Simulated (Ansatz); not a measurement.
Born–Oppenheimer molecular dynamics of CH₇NSi (10 atoms, charge 0, multiplicity 1). It starts from a relaxed structure.

Computed with RKS BLYP/def2-mTZVP (Ansatz).

- ensemble: NVT, Langevin thermostat
- time step: 0.5 fs
- steps asked: 166
- set temperature: 1500 K
- friction: 0.02 /fs
- seed: 610533

First frame:

```xyz
10
Properties=species:S:1:pos:R:3
Si -0.075 -0.040 0.005
C 0.026 -0.006 1.893
H -0.965 -0.132 2.354
H 0.674 -0.807 2.271
H 0.428 0.955 2.247
H 1.276 0.085 -0.619
H -0.877 1.155 -0.432
N -0.702 -1.588 -0.528
H -1.643 -1.871 -0.255
H -0.524 -1.882 -1.488
```

Task: What does the run give?

Result: The run went to its last step.

```json
{
 "steps done": "166",
 "time covered": "83 fs",
 "mean temperature over the second half": "1069 K",
 "spread of the potential energy over the second half": "27.3 meV per atom",
 "mean potential energy of the second half above the start": "122.9 meV per atom"
}
```

The mean temperature of the second half is 29 % below the set value. A run of 0.083 ps of so small a system gives no equilibrium averages.

Task: What happens to the structure?

Result: The same pairs are bonded in the first frame and the last. Pairs count as bonded within 1.25 times the sum of covalent radii (0.12 Å more for H–H). The details hang on the random start.

Task: How do temperature and energy run in time?

Result: 
```json
{"time (fs)": "0", "T (K)": "1350", "potential energy less start (eV)": "0.000"}
{"time (fs)": "2.5", "T (K)": "870", "potential energy less start (eV)": "0.634"}
{"time (fs)": "5", "T (K)": "946", "potential energy less start (eV)": "0.725"}
{"time (fs)": "7.5", "T (K)": "1094", "potential energy less start (eV)": "0.760"}
{"time (fs)": "10", "T (K)": "1236", "potential energy less start (eV)": "0.900"}
{"time (fs)": "12.5", "T (K)": "1151", "potential energy less start (eV)": "1.180"}
{"time (fs)": "15", "T (K)": "1144", "potential energy less start (eV)": "1.092"}
{"time (fs)": "17.5", "T (K)": "1027", "potential energy less start (eV)": "1.109"}
{"time (fs)": "20", "T (K)": "920", "potential energy less start (eV)": "1.137"}
{"time (fs)": "22.5", "T (K)": "797", "potential energy less start (eV)": "1.258"}
{"time (fs)": "25", "T (K)": "1095", "potential energy less start (eV)": "1.115"}
{"time (fs)": "27.5", "T (K)": "875", "potential energy less start (eV)": "1.340"}
{"time (fs)": "30", "T (K)": "1036", "potential energy less start (eV)": "1.255"}
{"time (fs)": "32.5", "T (K)": "1220", "potential energy less start (eV)": "0.909"}
{"time (fs)": "35", "T (K)": "960", "potential energy less start (eV)": "1.207"}
{"time (fs)": "37.5", "T (K)": "1004", "potential energy less start (eV)": "0.977"}
{"time (fs)": "40", "T (K)": "921", "potential energy less start (eV)": "1.007"}
{"time (fs)": "42.5", "T (K)": "1123", "potential energy less start (eV)": "0.949"}
{"time (fs)": "45", "T (K)": "792", "potential energy less start (eV)": "1.288"}
{"time (fs)": "47.5", "T (K)": "749", "potential energy less start (eV)": "1.385"}
{"time (fs)": "50", "T (K)": "1006", "potential energy less start (eV)": "1.245"}
{"time (fs)": "52.5", "T (K)": "1091", "potential energy less start (eV)": "1.007"}
{"time (fs)": "55", "T (K)": "1323", "potential energy less start (eV)": "1.271"}
{"time (fs)": "57.5", "T (K)": "1311", "potential energy less start (eV)": "1.267"}
{"time (fs)": "60", "T (K)": "1070", "potential energy less start (eV)": "1.601"}
{"time (fs)": "62.5", "T (K)": "610", "potential energy less start (eV)": "1.919"}
{"time (fs)": "65", "T (K)": "851", "potential energy less start (eV)": "1.337"}
{"time (fs)": "67.5", "T (K)": "1126", "potential energy less start (eV)": "0.901"}
{"time (fs)": "70", "T (K)": "1217", "potential energy less start (eV)": "0.902"}
{"time (fs)": "72.5", "T (K)": "1023", "potential energy less start (eV)": "1.236"}
{"time (fs)": "75", "T (K)": "1027", "potential energy less start (eV)": "1.436"}
{"time (fs)": "77.5", "T (K)": "1199", "potential energy less start (eV)": "1.289"}
{"time (fs)": "80", "T (K)": "1367", "potential energy less start (eV)": "0.835"}
{"time (fs)": "82.5", "T (K)": "1293", "potential energy less start (eV)": "0.987"}
```

Time of the run: 3.3 min on 2 threads of Arm Neoverse V1, with other jobs on the host, peak memory 0.14 GiB.
